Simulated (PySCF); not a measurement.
Thietane 1-oxide, C3H6OS.
Bonds: O1–S2 (double), S2–C3, C3–C4, C4–C5, S2–C5. Hydrogens: H6, H7 on C3; H8, H9 on C4; H10, H11 on C5.

Computed by this run: PBE0-D3(BJ)/def2-SVP geometry optimisation, gas phase in PySCF 2.14.0; density fitting, grid level 1; the optimiser is geomeTRIC in internal coordinates, started from an MMFF94s structure with every atom displaced at random (about 0.03 Å).

Geometry at step 1:
```
atom  x, y, z in Å
O1      2.1191   -1.3487   -0.8516
S2      0.8303   -0.5204   -1.0527
C3     -0.5579   -0.9781    0.0622
C4     -0.8518    0.5228    0.2565
C5      0.6530    0.9427    0.0249
H6     -0.1196   -1.4844    0.9410
H7     -1.2938   -1.6489   -0.4419
H8     -1.3131    0.7988    1.2097
H9     -1.5553    0.9077   -0.5167
H10     1.3513    0.8056    0.8668
H11     0.8358    1.9174   -0.4672
```

**Question.** What forces act on the atoms?

**Answer.** 
```json
{"atom": "O1", "Fx (eV/Å)": "-1.975", "Fy (eV/Å)": "1.390", "Fz (eV/Å)": "-0.023"}
{"atom": "S2", "Fx (eV/Å)": "2.032", "Fy (eV/Å)": "-1.591", "Fz (eV/Å)": "-0.534"}
{"atom": "C3", "Fx (eV/Å)": "-0.310", "Fy (eV/Å)": "-0.308", "Fz (eV/Å)": "-0.371"}
{"atom": "C4", "Fx (eV/Å)": "0.644", "Fy (eV/Å)": "-0.170", "Fz (eV/Å)": "0.009"}
{"atom": "C5", "Fx (eV/Å)": "-1.029", "Fy (eV/Å)": "0.473", "Fz (eV/Å)": "-0.086"}
{"atom": "H6", "Fx (eV/Å)": "-0.062", "Fy (eV/Å)": "0.197", "Fz (eV/Å)": "-0.031"}
{"atom": "H7", "Fx (eV/Å)": "0.218", "Fy (eV/Å)": "0.417", "Fz (eV/Å)": "0.389"}
{"atom": "H8", "Fx (eV/Å)": "0.160", "Fy (eV/Å)": "0.016", "Fz (eV/Å)": "0.305"}
{"atom": "H9", "Fx (eV/Å)": "0.617", "Fy (eV/Å)": "-0.102", "Fz (eV/Å)": "0.052"}
{"atom": "H10", "Fx (eV/Å)": "-0.354", "Fy (eV/Å)": "-0.049", "Fz (eV/Å)": "0.206"}
{"atom": "H11", "Fx (eV/Å)": "0.060", "Fy (eV/Å)": "-0.274", "Fz (eV/Å)": "0.084"}
```

The largest, 2.64 eV/Å, acts on S2; the rms over all components is 0.697 eV/Å. The forces sum to zero within rounding, as they must for an isolated molecule in no field.

**Question.** Give the force on S2 in Eh/bohr and in nN.

**Answer.** 2.635 eV/Å ÷ 51.422 = 0.05125 Eh/bohr, and 2.635 eV/Å × 1.602 = 4.22 nN.

**Question.** How far is this geometry from the end of the optimisation?

**Answer.** 0.193 eV above it, and 0.064 Å rms away after alignment. The bonds farthest from their final lengths, with half the difference of the two atoms' forces along the bond (positive lengthens):

```tsv
bond	now (Å)	final (Å)	force along bond (eV/Å)
O1=S2	1.545	1.493	-2.44
C4–C5	1.579	1.528	-0.70
S2–C5	1.826	1.859	+1.11
S2–C3	1.838	1.859	+0.77
C3–H7	1.116	1.098	-0.56
C3–C4	1.542	1.528	0.00
```

The angle farthest from its final value is C4–C5–H10, 117.3° against 112.9°.

Of the 6 listed bonds off by 0.010 Å or more, this force points towards the final length in 5.

The cost below is that of the whole optimisation. Hardware: Arm Neoverse N1, one thread, shared host. Cost: 63 s, 0.43 GiB resident at most.
